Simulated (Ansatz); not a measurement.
A nudged elastic band was laid between two geometries of C$_{2}$H$_{6}$Si (9 atoms, charge 0, multiplicity 1).

Level of theory: UKS B3LYP/def2-mTZVP in Ansatz.

- movable images: 9
- climbing image: yes
- spring: 5.0 eV/Å²
- optimiser: quadratic models (default)
- start path: through a guess of the saddle point
- force threshold: 0.03 eV/Å
- iteration limit: 60
- end points: relaxed

Image 0:

```xyz
9
Properties=species:S:1:pos:R:3
C -0.512 1.079 -0.806
Si 0.927 -0.184 -0.914
C 0.593 -1.105 0.734
H -1.480 0.566 -0.746
H -0.547 1.758 -1.658
H -0.434 1.687 0.104
H -0.435 -1.483 0.786
H 1.269 -1.945 0.898
H 0.707 -0.419 1.584
```

Image 10:

```xyz
9
Properties=species:S:1:pos:R:3
C -0.273 1.616 -0.647
Si -0.285 -0.090 -0.574
C 0.408 -1.111 0.836
H -0.878 -0.881 -1.674
H -0.691 2.155 -1.488
H 0.147 2.239 0.133
H -0.368 -1.717 1.309
H 1.187 -1.794 0.488
H 0.842 -0.463 1.599
```

(1) What changes between the two ends?

(2) What energy profile does the band end with?

(3) What is the geometry of the highest image?

## Answers

(1) Bonds broken: C1–H4. Bonds formed: Si2–H4.

(2) The run converged. The highest image is number 5 of 0 to 10, 1.71 eV above the first end and 1.73 eV above the last; the last end lies 0.02 eV below the first. A structure lower than the first end lies on the path between it and the top, so the climb from that side starts below the end, which may itself be a saddle point or a shallow side well. A vibrational analysis at the climbing image gives one clearly imaginary mode, 1128i cm⁻¹: a first-order saddle point. The orbitals were unrestricted but ended closed-shell.

```tsv
image	path coordinate (Å)	energy (eV)	C1–H4 (Å)	Si2–H4 (Å)
0	0.00	0.00	1.10	2.53
1	0.39	0.00	1.10	2.50
2	0.78	0.00	1.10	2.47
3	1.17	0.20	1.13	2.08
4	1.57	1.05	1.35	1.74
5	1.96	1.71	1.75	1.58
6	2.38	1.26	2.12	1.50
7	2.80	0.58	2.43	1.47
8	3.23	0.11	2.66	1.47
9	3.65	-0.02	2.76	1.48
10	4.07	-0.02	2.77	1.48
```

(3) 
```xyz
9
Properties=species:S:1:pos:R:3:forces:R:3
C -0.358 1.349 -0.619 0.02 -0.02 -0.02
Si 0.478 -0.210 -0.934 -0.02 0.01 0.00
C 0.550 -1.093 0.763 0.01 0.01 0.01
H -1.015 -0.056 -1.436 0.00 0.00 0.00
H -0.618 1.969 -1.474 -0.01 0.01 0.01
H -0.653 1.804 0.330 0.00 0.00 0.00
H -0.450 -1.294 1.157 0.00 0.00 -0.01
H 1.079 -2.045 0.702 0.00 0.00 0.00
H 1.075 -0.470 1.493 0.00 0.00 0.00
```

Time of the run: 2.5 min on 2 threads of INTEL(R) XEON(R) PLATINUM 8581C CPU @ 2.30GHz (Emerald Rapids), with other jobs on the host, peak memory 0.23 GiB.
